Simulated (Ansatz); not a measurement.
Rock-salt GdN was calculated with LDA (PAW; Ansatz, an electronic-structure program).

Settings: plane-wave cutoff 520 eV, 12×12×12 k mesh, Fermi–Dirac smearing 0.01 eV, spin-polarised with parallel moments, scalar-relativistic PAW data made under PBE.

The cell has the measured lattice: a = b = c = 4.974 Å, α = β = γ = 90.00°.

### Question
Give the computed magnetic moment (largest site, within a sphere).

### Answer

magnetic moment (largest site, within a sphere): 6.85 μB

The run finds no gap.

Note: the 4f shell is treated without U or exact exchange, so its levels and filling can be wrong; cell and atoms aren't relaxed at this level (pressure -8.6 GPa).

Moments are spin moments.

Spin–orbit coupling is not included; it can open a gap where bands touch, and shift volumes and moduli.

The computed numbers hold no vibrational or temperature effects.

Computing time: roughly 13 core-seconds.
